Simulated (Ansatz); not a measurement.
# C5H8O, SMILES C=CCOC=C: a ranking of conformers

Program: the Python package of Ansatz (0.2.0).

At the Python prompt:
```pycon
>>> import ansatz as az
>>> from rdkit import Chem
>>> from rdkit.Chem import AllChem
>>> rd = Chem.AddHs(Chem.MolFromSmiles("C=CCOC=C"))
>>> ids = list(AllChem.EmbedMultipleConfs(rd, numConfs=20, randomSeed=752, pruneRmsThresh=0.4))
>>> field = [energy for _, energy in AllChem.MMFFOptimizeMoleculeConfs(rd)]
>>> distinct = {round(e, 2): i for i, e in zip(ids, field)}
>>> chosen = sorted(distinct.items())[:4]
>>> found = []
>>> for force_field, index in chosen:
...     geometry = az.Crystal.molecule()
...     for atom, xyz in zip(rd.GetAtoms(), rd.GetConformer(index).GetPositions()):
...         geometry = geometry.atom(atom.GetSymbol(), xyz.round(5).tolist())
...     calc = geometry.calculation()
...     calc = calc.basis(gaussian="cc-pVDZ")
...     calc = calc.functional("r2SCAN", dispersion="d3bj")
...     found.append(calc.run().report["free_energy_ev"])
...
DeckWarning: the engine holds no damping parameters fitted to this dispersion correction and functional, so the run takes those fitted to r2scan beside the three-body term, which d3bj leaves out (hamiltonian.dispersion, under Limitations)
>>> print("conformer   MMFF (kcal/mol)   this level (eV)")
conformer   MMFF (kcal/mol)   this level (eV)
>>> for (force_field, index), e in zip(chosen, found):
...     print(f"{index:9d} {force_field - chosen[0][0]:17.2f} {(e - min(found)):17.3f}")
...
        4              0.00             0.000
        3              2.17             0.124
        1              2.18             0.123
        6              2.51             0.085
```

The settings weren't tested for convergence. Warnings are shown shortened and without file and line. The conformers keep their force-field geometries. A dispersion term here runs with damping parameters fitted for another variant or functional. Hardware and time: 28 s on 1 thread of Arm Neoverse V2, on a shared host, peak memory 0.31 GiB.
